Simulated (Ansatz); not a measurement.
Start from `NC(O)(F)F` and change one atom or group to get `COC(N)(O)F`.

Ansatz, PBE0-D4/def2-TZVP geometries, multiplicity 1. Each molecule was computed in one conformer, which needn't be the lowest.

```tsv
property	`NC(O)(F)F`
LUMO energy (PBE0/def2-TZVPP) / eV	0.93
LUMO energy (PBE/def2-TZVPP) / eV	0.07
size of the dipole moment (ωB97M-V/def2-TZVPP) / D	1.94
HOMO energy (PBE/def2-TZVPP) / eV	-6.86
HOMO–LUMO gap (PBE/def2-TZVPP) / eV	6.93
HOMO energy (PBE0/def2-TZVPP) / eV	-8.51
```

Task: What does the change do to each property? (Best estimate.)

Result: Ansatz gave: 
```
                                          property  `COC(N)(O)F`  shift
                LUMO energy (PBE0/def2-TZVPP) / eV          1.15   0.22
                 LUMO energy (PBE/def2-TZVPP) / eV          0.30   0.23
size of the dipole moment (ωB97M-V/def2-TZVPP) / D          0.96  -0.98
                 HOMO energy (PBE/def2-TZVPP) / eV         -6.53   0.33
               HOMO–LUMO gap (PBE/def2-TZVPP) / eV          6.83  -0.10
                HOMO energy (PBE0/def2-TZVPP) / eV         -8.14   0.37
```

With PBE0 the HOMO rises by 0.37 eV and the LUMO rises by 0.22 eV, so the gap narrows by about 0.15 eV. PBE moves the HOMO by 0.33 eV and ωB97M-V by 0.38 eV. Dipoles are sizes alone; their direction can turn.
